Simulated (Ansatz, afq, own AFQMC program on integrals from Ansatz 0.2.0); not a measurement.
AlHO, singlet: AFQMC among the cluster methods

```xyz
3

Al   -0.5011   -0.4388   -0.2022
O     0.7110    0.6200    0.2898
H     1.3960    1.2226    0.5636
```

Connectivity, by distances: Al–OH.

Basis def2-TZVP. Noble-gas cores (and the filled d shells of Ga–Kr and In–Xe) are frozen. AFQMC by an in-house program on the Cholesky factors that Ansatz 0.2.0 writes for its CCSD(T) run. The CISD trial takes its coefficients from CCSD amplitudes. Released means that phaseless walkers are propagated on without the constraint, phases kept. Uncertainties: one standard error, sampling alone.

Determinant: RHF, the one that the program's search chose, which needn't be the lowest solution. The geometry is a PBE0/def2-SVP stationary point of this or a neighbouring charge and spin state.

No full CI on the walks' own integrals is used here; CCSDT(Q) serves as the reference and is uncertain by about the last step of the cluster series.

The T1 diagnostic is 0.0155. The weight of the determinant in the CISD state is 0.883 and the size of the correlated space is 10 electrons in 68 orbitals.

```
  level  correlation energy (eV)
    MP2                  -8.1010
   CCSD                  -8.4302
CCSD(T)                  -8.7192
```

(1) Estimate where phaseless AFQMC with a CISD trial lies against CCSD(T) on the same integrals.

(1) 1.4 ± 0.4 kJ/mol below CCSD(T).

Reference: CCSDT(Q), correlation energy -8.744 eV. The released energy is read at 2.40 1/Eh (meV from the phaseless value at times in 1/Eh: -6 ± 4 at 0.24, -11 ± 5 at 0.51, -3 ± 4 at 0.99, 0 ± 6 at 1.62, -2 ± 7 at 2.40).

```tsv
level	E − E(reference) (kJ/mol)	share of correlation (%)
CCSD(T)	2.4	99.72
CCSDT	1.7	99.79
ph-AFQMC/CISD	1.0 ± 0.4	99.88
released AFQMC	0.8 ± 0.7	99.90
```

A walk keeps the symmetry of its determinant, which the program's search chose and which needn't be the lowest solution, so a lower state of the same spin and another symmetry isn't excluded. Released energies are given only where the last usable release times agree within the noise; a slower fall can still hide under it.
